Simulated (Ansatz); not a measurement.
Input for Ansatz (development build ahead of 0.2.0):

```yaml
crystal:
  periodic: [false, false, false]
  atoms:
    - { symbol: C, position_ang: [0.0, 0.02895, -0.63968] }
    - { symbol: "N", position_ang: [0.0, 0.06484, 0.69093] }
    - { symbol: H, position_ang: [0.0, -0.89937, -1.06713] }
    - { symbol: H, position_ang: [-0.81138, 0.52064, -0.99663] }
    - { symbol: H, position_ang: [0.81138, 0.52064, -0.99663] }
    - { symbol: H, position_ang: [-0.74771, -0.38474, 1.03098] }
    - { symbol: H, position_ang: [0.74771, -0.38474, 1.03098] }
basis:
  gaussian: { orbitals: cc-pVTZ }
hamiltonian:
  xc: hf
correlation:
  method: mp2
  frozen_orbitals: { C: 1, H: 0, "N": 1 }
```

The input is written out in the form of the current development build from the run's settings.

The run gave:

- Converged: yes
- Reference energy: -95.22161 hartree
- Correlation energy: -0.39968 hartree
- Total energy: -95.62129 hartree
- Spin squared of the determinant: 0.000

Caution: no unrestricted run beside it, a lower state can exist.
